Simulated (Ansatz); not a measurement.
# NaHO (SMILES [OH][Na]): single points off equilibrium

One table from this session's results is given with a row withheld; the runs are named, their logs left out.

Method: single points in def2-TZVPP; program: Ansatz 0.2.0, Gaussian basis.

Cores are frozen in the correlated methods. The outer core shell of Li, Na, Mg and K is correlated.

### Starting geometry

SMILES `[OH][Na]`, 3 atoms, charge 0, spin multiplicity 1.

Atoms are counted from 1 here; the program's logs count them from 0.

Bond lengths: O1–Na2 1.763 Å, O1–H3 0.999 Å. Angles: Na2–O1–H3 149.9°.

Coordinates:

```
O    -0.2533   -0.1927   -0.1785
Na    1.2676   -0.0235    0.6961
H    -1.0413    0.2232   -0.6313
```

The first run:

run/in.yaml

```yaml
crystal:
  periodic: [false, false, false]
  atoms:
    - {symbol: O, position_ang: [-0.253300, -0.192700, -0.178500]}
    - {symbol: Na, position_ang: [1.267600, -0.023500, 0.696100]}
    - {symbol: H, position_ang: [-1.041300, 0.223200, -0.631300]}
basis:
  gaussian: {orbitals: def2-TZVPP}
correlation: {method: ccsd_t}
output: {forces: true}
```

No record of the launch command was kept for these runs.

Among the steps run: CCSD(T)/def2-TZVPP; PBE0-D4/def2-TZVPP; wB97M-V/def2-TZVPP; r2SCAN-D4/def2-TZVPP; PBE-D4/def2-TZVPP; HSE06-D4/def2-TZVPP; wB97X-V/def2-TZVPP.

One of the session's tables, all rows but one given; the rest of the session is left out.

```
   method  RMS force component (eV/Å)  angle to CCSD(T) forces (°)  dipole (D)
  CCSD(T)                       2.252                    reference        5.94
  PBE0-D4                       2.265                          1.1        5.77
  wB97M-V                       2.272                          0.4        5.77
r2SCAN-D4                       2.248                          0.8        5.78
   PBE-D4                       2.118                          5.0        5.46
 HSE06-D4                       2.264                          1.0        5.77
  wB97X-V                           ?                            ?           ?
```

Estimate the missing values for wB97X-V.

**Answer.** RMS force component (eV/Å): 2.296; angle to CCSD(T) forces (°): 0.2; dipole (D): 5.85. In the column «RMS force component (eV/Å)» it is the highest.
